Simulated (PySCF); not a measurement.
# NO+: from the state search to spectroscopic constants

The task here is to estimate one member of a computed series from the others.

Computed with PySCF 2.14.0. Level: N 6-31G(d,p), O 6-31G(d,p), no relativity.

Set-up of the first run:

A driver script around PySCF takes these settings:

| Property | Result |
| --- | --- |
| atoms | N, O |
| charge | 1 |
| basis | N 6-31G(d,p), O 6-31G(d,p) |
| Hamiltonian | no relativity |
| basis functions | 28 |
| electrons treated | 14 |
| masses in u | 14.0031, 15.9949 |
| levels | PBE0, PBE, r²SCAN, BP86, BHandHLYP, BLYP, CAM-B3LYP, HF, MP2, SCS-MP2, CCSD, CCSD(T) |
| grid | 80 radial by 434 angular points |
| occupations | held fixed by the projection of orbital angular momentum |
| dissociation limit | N + O+, each in its ground configuration |
| starting distance in angstrom | 1.355 |
| values of 2S to try | 0, 2, 4 |

The run is started by

```console
OMP_NUM_THREADS=1 python dia.py task.json out
```

Steps of the session up to this table: The job; PBE0 along the bond; Higher solutions at PBE0; PBE (GGA); r²SCAN (meta-GGA); BP86 (GGA); BHandHLYP (global hybrid GGA); BLYP (GGA); CAM-B3LYP (range-separated hybrid); RHF; Correlated methods on the Hartree–Fock reference.

One of the session's tables, all rows but one given; the rest of the session is left out.

```
      level   Re (Å)  ωe (cm⁻¹)  De (eV)
        RHF    1.040       2860     4.98
    RHF-MP2    1.104       2115    10.34
RHF-SCS-MP2    1.097       2194    10.19
   RHF-CCSD    1.081       2439     9.33
RHF-CCSD(T)    1.088       2341     9.66
        PBE        ?          ?        ?
       BLYP    1.088       2331    11.62
       BP86    1.086       2356    11.81
     r²SCAN    1.075       2460    10.42
       PBE0    1.068       2540    10.63
  BHandHLYP    1.056       2663     9.53
  CAM-B3LYP    1.068       2539    10.82
   measured  1.06322    2376.42      n/a
```

Q: Estimate the row for PBE from the others.

As computed: Re (Å): 1.085; ωe (cm⁻¹): 2368; De (eV): 11.79. In the column «Re (Å)» it lies between RHF-CCSD (1.081) and BP86 (1.086).

De is counted to N + O+ in their ground configurations.
